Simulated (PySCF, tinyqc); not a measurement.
Worked calculation: CCSD on RHF in the sto-3g basis, frozen core, for HF, spin multiplicity 1. The lowest restricted solution is unstable here: a spin-polarised one lies 0.0053 hartree lower (PySCF). Computed by tinyqc, a small Python program that keeps every step (integrals from PySCF). Settings: charge = 0, multiplicity = 1, basis = sto-3g, method = RHF, frozen orbitals = 1, energy threshold = 1e-10, iteration cap = 59, orthogonalisation = symmetric, start = atomic densities, DIIS depth = 6, amplitude equations = CCSD, DIIS depth for amplitudes = 4, cap on updates = 79. Command: `OMP_NUM_THREADS=1 python tinyqc.py 27053 27054 out.jsonl` (the two numbers bound the seeds that draw the settings). One thread of a shared host (Intel(R) Xeon(R) Processor @ 2.60GHz), about 0.3 s of CPU time with the checks. The early iterations of the SCF are left out here.

## One-electron integrals

Geometry (angstrom):
```
atom       x       y       z
F     0.0000  0.0000  0.0000
H     0.0000  0.0000  1.2750
```

Basis sto-3g: exponents (1/bohr^2) and contraction coefficients of normalised primitives:
```
element  l (shell)  exponent  coefficient
F            s (1)  166.6791       0.1543
F            s (1)   30.3608       0.5353
F            s (1)    8.2168       0.4446
F            s (2)    6.4648      -0.1000
F            s (2)    1.5023       0.3995
F            s (2)    0.4886       0.7001
F            p (3)    6.4648       0.1559
F            p (3)    1.5023       0.6077
F            p (3)    0.4886       0.3920
H            s (1)    3.4253       0.1543
H            s (1)    0.6239       0.5353
H            s (1)    0.1689       0.4446
```

Overlap, kinetic and nuclear-attraction integrals over the contracted functions; the nuclear repulsion is the sum of Za Zb / Rab.

nuclear repulsion = 3.735369 hartree

overlap S, lower triangle:
```
         1F 1s   1F 2s  1F 2px  1F 2py  1F 2pz   2H 1s
1F 1s   1.0000
1F 2s   0.2380  1.0000
1F 2px  0.0000  0.0000  1.0000
1F 2py  0.0000  0.0000  0.0000  1.0000
1F 2pz  0.0000  0.0000  0.0000  0.0000  1.0000
2H 1s   0.0211  0.2482  0.0000  0.0000  0.2202  1.0000
```

kinetic energy T (hartree), lower triangle:
```
          1F 1s   1F 2s  1F 2px  1F 2py  1F 2pz   2H 1s
1F 1s   36.9846
1F 2s   -0.2129  1.0380
1F 2px   0.0000  0.0000  3.2480
1F 2py   0.0000  0.0000  0.0000  3.2480
1F 2pz   0.0000  0.0000  0.0000  0.0000  3.2480
2H 1s   -0.0069  0.0089  0.0000  0.0000  0.0733  0.7600
```

nuclear attraction V (hartree), lower triangle:
```
           1F 1s     1F 2s    1F 2px    1F 2py    1F 2pz    2H 1s
1F 1s   -77.4246
1F 2s    -9.2756  -11.9561
1F 2px    0.0000    0.0000  -11.8473
1F 2py    0.0000    0.0000    0.0000  -11.8473
1F 2pz   -0.0078   -0.0971    0.0000    0.0000  -11.8962
2H 1s    -0.8436   -2.0909    0.0000    0.0000   -1.5838  -4.9234
```

core Hamiltonian H = T + V (hartree), lower triangle:
```
           1F 1s     1F 2s   1F 2px   1F 2py   1F 2pz    2H 1s
1F 1s   -40.4400
1F 2s    -9.4884  -10.9181
1F 2px    0.0000    0.0000  -8.5993
1F 2py    0.0000    0.0000   0.0000  -8.5993
1F 2pz   -0.0078   -0.0971   0.0000   0.0000  -8.6481
2H 1s    -0.8504   -2.0819   0.0000   0.0000  -1.5105  -4.1634
```

## Two-electron integrals

Functions are numbered as in S; the eight-fold symmetry (ij|kl) = (ji|kl) = (kl|ij) leaves the list below.

Two-electron integrals (ij|kl) in chemists' order, unique and non-zero (hartree):
```
(11|11) 5.4035   (21|11) 0.8419   (21|21) 0.1563   (22|11) 1.2680
(22|21) 0.2923   (22|22) 0.9262   (31|31) 0.0280   (32|31) 0.0432
(32|32) 0.2046   (33|11) 1.2645   (33|21) 0.2924   (33|22) 0.9260
(33|33) 0.9975   (41|41) 0.0280   (42|41) 0.0432   (42|42) 0.2046
(43|43) 0.0538   (44|11) 1.2645   (44|21) 0.2924   (44|22) 0.9260
(44|33) 0.8900   (44|44) 0.9975   (51|51) 0.0280   (52|51) 0.0432
(52|52) 0.2046   (53|53) 0.0538   (54|54) 0.0538   (55|11) 1.2645
(55|21) 0.2924   (55|22) 0.9260   (55|33) 0.8900   (55|44) 0.8900
(55|55) 0.9975   (61|11) 0.0757   (61|21) 0.0139   (61|22) 0.0260
(61|33) 0.0259   (61|44) 0.0259   (61|51) 0.0005   (61|52) 0.0010
(61|55) 0.0260   (61|61) 0.0013   (62|11) 0.2130   (62|21) 0.0499
(62|22) 0.1789   (62|33) 0.1763   (62|44) 0.1763   (62|51) 0.0034
(62|52) 0.0275   (62|55) 0.1842   (62|61) 0.0045   (62|62) 0.0445
(63|31) 0.0050   (63|32) 0.0304   (63|53) 0.0056   (63|63) 0.0063
(64|41) 0.0050   (64|42) 0.0304   (64|54) 0.0056   (64|64) 0.0063
(65|11) 0.1540   (65|21) 0.0365   (65|22) 0.1402   (65|33) 0.1345
(65|44) 0.1345   (65|51) 0.0071   (65|52) 0.0505   (65|55) 0.1516
(65|61) 0.0034   (65|62) 0.0429   (65|65) 0.0475   (66|11) 0.4106
(66|21) 0.0976   (66|22) 0.4052   (66|33) 0.3932   (66|44) 0.3932
(66|51) 0.0072   (66|52) 0.0853   (66|55) 0.4289   (66|61) 0.0089
(66|62) 0.1366   (66|65) 0.1542   (66|66) 0.7746
```

## Orthogonalisation

S = U s U^T; symmetric (Loewdin) form X = U s^(-1/2) U^T, so that X^T S X = 1.

eigenvalues of S: 0.6245  0.8540  1.0000  1.0000  1.1268  1.3948

X, lower triangle:
```
          1F 1s    1F 2s  1F 2px  1F 2py   1F 2pz   2H 1s
1F 1s    1.0226
1F 2s   -0.1265   1.0487
1F 2px   0.0000   0.0000  1.0000
1F 2py   0.0000   0.0000  0.0000  1.0000
1F 2pz  -0.0027   0.0229  0.0000  0.0000   1.0198
2H 1s    0.0134  -0.1364  0.0000  0.0000  -0.1185  1.0454
```

## Iteration 7 (converged): orbitals

converged F (hartree), lower triangle:
```
           1F 1s    1F 2s   1F 2px   1F 2py   1F 2pz    2H 1s
1F 1s   -25.9190
1F 2s    -6.6257  -3.0158
1F 2px    0.0000   0.0000  -0.4638
1F 2py    0.0000   0.0000   0.0000  -0.4638
1F 2pz   -0.0145  -0.0194   0.0000   0.0000  -0.2076
2H 1s    -0.6012  -0.6020   0.0000   0.0000  -0.4135  -0.2707
```

Diagonalise F' = X^T F X, C = X C', fill 5 alpha and 5 beta electrons from the bottom; D = 2 C_occ C_occ^T. Each column has its largest component positive (the first on a tie).

F' = X^T F X (hartree), lower triangle:
```
          1        2        3        4        5        6
1  -25.4508
2   -3.3915  -1.8250
3    0.0000   0.0000  -0.4638
4    0.0000   0.0000   0.0000  -0.4638
5   -0.0313   0.0545   0.0000   0.0000  -0.1187
6   -0.0337  -0.2976   0.0000   0.0000  -0.4010  -0.0786
```

orbital energies (hartree): MO1 -25.9283, MO2 -1.4116, MO3 -0.4740, MO4 -0.4638, MO5 -0.4638, MO6 0.3407

coefficients C:
```
            MO1      MO2      MO3      MO4     MO5      MO6
1F 1s    0.9950  -0.2590   0.0476   0.0000  0.0000   0.0501
1F 2s    0.0205   1.0006  -0.2421   0.0000  0.0000  -0.2730
1F 2px   0.0000   0.0000   0.0000   0.9989  0.0464   0.0000
1F 2py   0.0000   0.0000   0.0000  -0.0464  0.9989   0.0000
1F 2pz   0.0012   0.0210   0.6852   0.0000  0.0000  -0.7646
2H 1s   -0.0028   0.0929   0.6035   0.0000  0.0000   0.8676
```

D after iteration 7, lower triangle:
```
          1F 1s    1F 2s  1F 2px  1F 2py  1F 2pz   2H 1s
1F 1s    2.1187
1F 2s   -0.5005   2.1205
1F 2px   0.0000   0.0000  2.0000
1F 2py   0.0000   0.0000  0.0000  2.0000
1F 2pz   0.0566  -0.2898  0.0000  0.0000  0.9400
2H 1s    0.0036  -0.1065  0.0000  0.0000  0.8310  0.7458
```

Within a degenerate level the vectors are fixed only up to a rotation; this is one choice.

## Convergence

Stop when the energy changes by less than 1e-10 hartree and every element of the error matrix X^T (F D S - S D F) X is below 3e-06.

Course of the cycle:
```
iteration  E (hartree)     change  largest element of the error matrix
1           -99.091541          -                             6.98e-01
2           -98.424753   6.67e-01                             3.24e-01
3           -98.497157  -7.24e-02                             2.11e-02
4           -98.497539  -3.82e-04                             2.50e-03
5           -98.497544  -4.41e-06                             3.56e-05
6           -98.497544  -8.46e-10                             8.13e-07
7           -98.497544  -4.12e-13                             4.51e-09
```

PySCF RHF in the same basis = -98.497544 hartree

Converged in 7 iterations.

## Integrals over molecular orbitals

(pq|rs) = sum C_ip C_jq C_kr C_ls (ij|kl), one index at a time.

one-electron integrals over orbitals h = C^T H C (hartree), lower triangle:
```
          1        2        3        4        5        6
1  -40.4228
2    0.7239  -9.1219
3   -0.1252   0.4775  -6.7482
4    0.0000   0.0000   0.0000  -8.5993
5    0.0000   0.0000   0.0000   0.0000  -8.5993
6   -0.1370   0.7498   2.2899   0.0000   0.0000  -5.9688
```

Two-electron integrals over orbitals (pq|rs), unique and non-zero (hartree); the lowest 1 orbital is frozen and left out:
```
(22|22) 0.8744    (32|22) -0.0456   (32|32) 0.1328    (33|22) 0.6865
(33|32) -0.0128   (33|33) 0.6703    (42|42) 0.1899    (43|42) -0.0267
(43|43) 0.0347    (44|22) 0.8962    (44|32) -0.0640   (44|33) 0.6727
(44|44) 0.9975    (52|52) 0.1899    (53|52) -0.0267   (53|53) 0.0347
(54|54) 0.0538    (55|22) 0.8962    (55|32) -0.0640   (55|33) 0.6727
(55|44) 0.8900    (55|55) 0.9975    (62|22) -0.0816   (62|32) -0.0784
(62|33) -0.0215   (62|44) -0.0809   (62|55) -0.0809   (62|62) 0.0914
(63|22) -0.2420   (63|32) 0.0779    (63|33) -0.0915   (63|44) -0.2498
(63|55) -0.2498   (63|62) 0.0348    (63|63) 0.2358    (64|42) -0.0272
(64|43) -0.0227   (64|64) 0.0289    (65|52) -0.0272   (65|53) -0.0227
(65|65) 0.0289    (66|22) 0.6359    (66|32) 0.0439    (66|33) 0.6450
(66|44) 0.6208    (66|55) 0.6208    (66|62) -0.0522   (66|63) -0.0269
(66|66) 0.6705
```

## CCSD: starting amplitudes

t_ij^ab = <ij||ab> / (e_i + e_j - e_a - e_b), whose energy is MP2.

Starting amplitudes (spin orbitals 1a, 1b, ...; amplitudes related by a flip of all spins are not repeated):
```
from      to        t
3a 3b  6a 6b  -0.1447
2a 2b  6a 6b  -0.0261
5a 5b  6a 6b  -0.0180
4a 4b  6a 6b  -0.0180
2a 3b  6a 6b  -0.0136
```

correlation energy = -0.038479 hartree

## CCSD: amplitude update 1

t_i^a D_i^a and t_ij^ab D_ij^ab are set to the remaining terms of the spin-orbital equations, evaluated with the old amplitudes; for the doubles these are <ij||ab> + 1/2 <ab||ef> t_ij^ef + 1/2 <mn||ij> t_mn^ab + P(ij)P(ab) <mb||ej> t_im^ae + terms in t^2 + terms with t1, D the orbital-energy denominators.

Amplitudes after update 1 (spin orbitals 1a, 1b, ...; amplitudes related by a flip of all spins are not repeated):
```
from      to        t
3a 3b  6a 6b  -0.2077
2a 2b  6a 6b  -0.0252
2a 3b  6a 6b  -0.0224
5a 5b  6a 6b  -0.0196
4a 4b  6a 6b  -0.0196
3a        6a   0.0132
2a        6a  -0.0032
```

correlation energy = -0.053919 hartree

## CCSD: convergence

E_corr = 1/4 sum <ij||ab> t_ij^ab + 1/2 sum <ij||ab> t_i^a t_j^b; stop when the norm of the change is below 1e-8.

Course of the amplitude iterations:
```
update  correlation energy (hartree)  norm of the change
0                          -0.038479                   -
1                          -0.053919            1.30e-01
2                          -0.060614            5.83e-02
3                          -0.065791            2.58e-02
4                          -0.065690            1.19e-03
5                          -0.065754            2.49e-04
6                          -0.065733            1.07e-04
7                          -0.065733            6.98e-06
8                          -0.065733            2.31e-06
9                          -0.065733            2.12e-07
10                         -0.065733            7.68e-08
11                         -0.065733            1.51e-08
12                         -0.065733            5.27e-09
```

Converged amplitudes (spin orbitals 1a, 1b, ...; amplitudes related by a flip of all spins are not repeated):
```
from      to        t
3a 3b  6a 6b  -0.2588
2a 3b  6a 6b  -0.0262
3a        6a   0.0234
2a 2b  6a 6b  -0.0213
5a 5b  6a 6b  -0.0185
4a 4b  6a 6b  -0.0185
2a        6a  -0.0083
```

CCSD total energy = -98.563276 hartree

T1 diagnostic, norm of the one-spin t1 over sqrt(correlated electrons) = 0.0088

Converged in 12 updates, with DIIS from the third.
